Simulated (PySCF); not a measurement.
Indirect couplings

Geometry (Å), atoms numbered from 1 in this order:
```xyz
11

C     1.2821   -0.2418   -0.1179
C     0.0457    0.6464   -0.0311
C    -1.2091   -0.1882    0.1221
F    -1.3998   -1.0271   -0.9073
F    -2.3133    0.5741    0.1994
F    -1.1937   -0.9438    1.2306
H     2.1707    0.3736   -0.2237
H     1.2121   -0.9060   -0.9762
H     1.3803   -0.8447    0.7817
H    -0.0705    1.2471   -0.9348
H     0.1010    1.3130    0.8312
```

Method: B3LYP/pcJ-1 (spin–dipole term only in couplings to heteroatoms)//GFN2-xTB, PySCF 2.14.0 with density-fitted response routines; isolated molecule, single conformer, non-relativistic. Couplings are averaged over pairs made equivalent by symmetry, fast rotation or ring inversion, so a value needn't be that of the named pair in this geometry, while other rotamers aren't included; one pair stands for each set, and the list holds those of at least 1.5 Hz over up to four bonds. One-bond C–F couplings come out tens of Hz too large with common functionals.

Isotopes: 13C, 19F, 1H.

| pair | bonds | J (Hz) |
| --- | --- | --- |
| C1, C2 | 1 | 33.4 |
| C1, H7 | 1 | ? |
| C2, C3 | 1 | 61.3 |
| C2, H10 | 1 | 138.1 |
| C3, F4 | 1 | -343.4 |
| C1, C3 | 2 | -1.9 |
| C1, H10 | 2 | -3.6 |
| C2, F4 | 2 | 29.1 |
| C2, H7 | 2 | -3.9 |
| C3, H10 | 2 | ? |
| F4, F5 | 2 | ? |
| H7, H8 | 2 | ? |
| H10, H11 | 2 | -14.2 |
| C1, F4 | 3 | ? |
| C3, H7 | 3 | 6.2 |
| F4, H10 | 3 | 8.7 |
| H7, H10 | 3 | 8.1 |

**Question.** Estimate the withheld couplings, with signs.

**Answer.** 
- 1J(C1,H7) = 135.2 Hz (bond length 1.086 Å, sp3 carbon)
- 2J(C3,H10) = -6.1 Hz (angle at C2 107°)
- 2J(F4,F5) = 69.2 Hz (mean over equivalent pairs that range from 62.2 to 73.0 Hz in this conformer)
- 2J(H7,H8) = -13.9 Hz
- 3J(C1,F4) = 2.7 Hz (mean over equivalent pairs that range from 1.2 to 5.8 Hz in this conformer)
